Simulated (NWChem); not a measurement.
Molecule: carbon tetrachloride (CCl4); SMILES ClC(Cl)(Cl)Cl

Computed with NWChem. Pople sets run with spherical d functions. Geometry: optimised at PBE0/def2-SVP. B3LYP is NWChem's, with the RPA form of VWN correlation.

Taking B3LYP/aug-cc-pVTZ as the yardstick, which of these has the fewest basis functions while keeping “highest occupied level (eV)” within 0.1 eV of it: B3LYP/6-311++G**; B3LYP/3-21G; B3LYP/6-31+G*; B3LYP/def2-TZVP; B3LYP/6-31G*; B3LYP/def2-SVP; B3LYP/def2-SVPD; B3LYP/STO-3G?

B3LYP/6-31G*.
```tsv
level	basis functions	highest occupied level (eV)	relative time (rough)
B3LYP/STO-3G	41	-7.68	1
B3LYP/3-21G	61	-9.02	2
B3LYP/6-31G*	86	-8.79	5
B3LYP/def2-SVP	86	-8.52	3
B3LYP/6-31+G*	106	-8.91	10
B3LYP/def2-SVPD	128	-8.92	7
B3LYP/6-311++G**	142	-8.92	10
B3LYP/def2-TZVP	179	-8.78	10
B3LYP/aug-cc-pVTZ	246	-8.85	100
```

The yardstick is one finite set, not the basis-set limit.
